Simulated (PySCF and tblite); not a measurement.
Results of a calculation; reference values are marked as such.
(CH3)2CHCHF2, C₄H₈F₂, numbered as in [CH3:1][CH:2]([CH3:3])[CH:4]([F:5])[F:6].

Search: ETKDG and KDG, MMFF94s, GFN2-xTB, 60 starts; geometries at GFN2-xTB. Free energies are PBE0-D3(BJ)/pcSseg-1 single points with GFN2-xTB rigid-rotor and vibrational terms (modes under about 100 cm⁻¹ blended into free rotors). Symmetry numbers and mirror images are counted. Conformers within 3 kcal/mol (GFN2-xTB free energy) were kept, 10 at most. GIAO shieldings: PBE0/pcSseg-1. Shifts are against TMS (¹H), TMS (¹³C), CFCl3 (¹⁹F) at the same level. (PySCF 2.14, tblite 0.8.)

Question: What shifts does this protocol give at 298.15 K under fast conformational exchange?

Answer: ¹H: 5.91 (H4, 1H), 1.83 (H2, 1H), 1.07 (H1/H3, 6H) ppm. ¹³C: 125.8 (C4), 37.6 (C2), 16.9 (C1/C3) ppm. ¹⁹F: -147.9 (F5/F6) ppm.

Question: How do the conformers differ?

Answer: Torsions listed: C1–C2–C4–F5. Of a mirror pair one member is shown.
```tsv
conformer	shape	weight %
1	-56°	68.1
2	60°	31.9
```

```tsv
signal	1	2	average
H1/H3	1.08	1.03	1.07
H2	1.80	1.90	1.83
H4	6.05	5.61	5.91
C1/C3	16.2	18.3	16.9
C2	37.5	37.6	37.6
C4	124.9	127.9	125.8
F5/F6	-150.4	-142.6	-147.9
```

Unscaled ¹⁹F shifts at such levels can be off by tens of ppm; differences between conformers or isomers are more reliable. Shifts are unscaled: against experiment ¹³C can be off by 15 ppm or more and ¹H by 0.8 ppm.


Conformer gaps in pcSseg-1 on xTB geometries can be 2 kcal/mol off for S=O, P=O and other polar bonds.